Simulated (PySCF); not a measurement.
Vibration and rotation of CN

ROHF-CCSD(T) constants of CN, ²Σ⁺ (doublet), unpaired electrons σ ↑ (PySCF, no relativity, basis sets C def2-SVP, N def2-SVP; masses 12.0000 and 14.0031 u):

```
ωe          : 2089.4 cm⁻¹
ωexe        : 12.9 cm⁻¹
Be          : 1.8554 cm⁻¹
αe          : 0.0164 cm⁻¹
De to C + N : 7.28 eV
```

Problem. What force constant and bond length do these constants imply?

Solution. Reduced mass μred = 6.4622 u; k = 5.8918×10⁻⁷·μred·ωe² (u, cm⁻¹, mdyn/Å) = 16.6 mdyn/Å; Re = √(16.8576/(μred·Be)) (u, cm⁻¹, Å) = 1.186 Å.

Problem. Estimate the centrifugal constant D from the Kratzer relation and find the Dunham coefficient a1.

Solution. D = 4Be³/ωe² = 5.85e-06 cm⁻¹; a1 = −1 − αeωe/(6Be²) = -2.66.

Correlated steps freeze 2 core orbitals. Correlated levels converge slowly with the basis: in double zeta they bind strong bonds too weakly, by up to about 1 eV, and carry superposition errors of some tenths. The CCSD T1 diagnostic is raised, a sign that a single reference may not be enough here. The state was picked by a PBE0 search and need not be the measured ground state.
